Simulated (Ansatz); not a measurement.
# BH3NSi− (SMILES B[SiH]=[N-]): one structure at several levels

An exercise on one series of results from a longer session: the logs are not shown, and one member is left open.

Computed with Ansatz 0.2.0, Gaussian basis. Level: single points in def2-TZVPPD.

Correlated methods freeze the cores.

## The starting structure

SMILES `B[SiH]=[N-]`, 6 atoms, charge -1, spin multiplicity 1.

Atoms are counted from 1 here; the program's logs count them from 0.

Bond lengths: B1–Si2 2.022 Å, B1–H4 1.144 Å, B1–H5 1.294 Å, Si2–N3 1.522 Å, Si2–H6 1.671 Å. Angles: Si2–B1–H4 126.6°, Si2–B1–H5 119.8°, H4–B1–H5 110.9°, B1–Si2–N3 119.5°, B1–Si2–H6 110.1°, N3–Si2–H6 129.8°.

Geometry (Å):

```xyz
6

B     0.3716   -0.5892   -0.7582
Si   -0.3777    0.4882    0.7795
N     0.3323    1.7607    1.2198
H     1.1577   -1.4170   -0.6916
H     0.2811   -0.1343   -1.9666
H    -1.8711   -0.1136    1.2271
```

Set-up of the first run:

run/in.yaml reads:

```yaml
crystal:
  periodic: [false, false, false]
  atoms:
    - {symbol: B, position_ang: [0.371600, -0.589200, -0.758200]}
    - {symbol: Si, position_ang: [-0.377700, 0.488200, 0.779500]}
    - {symbol: N, position_ang: [0.332300, 1.760700, 1.219800]}
    - {symbol: H, position_ang: [1.157700, -1.417000, -0.691600]}
    - {symbol: H, position_ang: [0.281100, -0.134300, -1.966600]}
    - {symbol: H, position_ang: [-1.871100, -0.113600, 1.227100]}
basis:
  gaussian: {orbitals: "def2-TZVPPD.json"}
total_charge: -1
correlation: {method: ccsd_t}
output: {forces: true}
```

The basis file named in the input lies beside it (Basis Set Exchange, JSON).

The command line of these runs was not kept.

Among the steps run: CCSD(T)/def2-TZVPPD; PBE0-D4/def2-TZVPPD; wB97M-V/def2-TZVPPD; r2SCAN-D4/def2-TZVPPD; PBE-D4/def2-TZVPPD; r2SCAN0-D4/def2-TZVPPD; wB97X-V/def2-TZVPPD.

One table of the session follows, with a row left open; its other results are not shown here.

| method | RMS force component (eV/Å) | angle to CCSD(T) forces (°) |
| --- | --- | --- |
| CCSD(T) | 2.170 | reference |
| PBE0-D4 | ? | ? |
| wB97M-V | 1.715 | 7.8 |
| r2SCAN-D4 | 1.945 | 3.0 |
| PBE-D4 | 2.103 | 3.4 |
| r2SCAN0-D4 | 1.751 | 7.1 |
| wB97X-V | 1.712 | 8.6 |

Q: Estimate the row for PBE0-D4 from the others.

As computed: RMS force component (eV/Å): 1.838; angle to CCSD(T) forces (°): 5.0. In the column «RMS force component (eV/Å)» it lies between r2SCAN0-D4 (1.751) and r2SCAN-D4 (1.945).
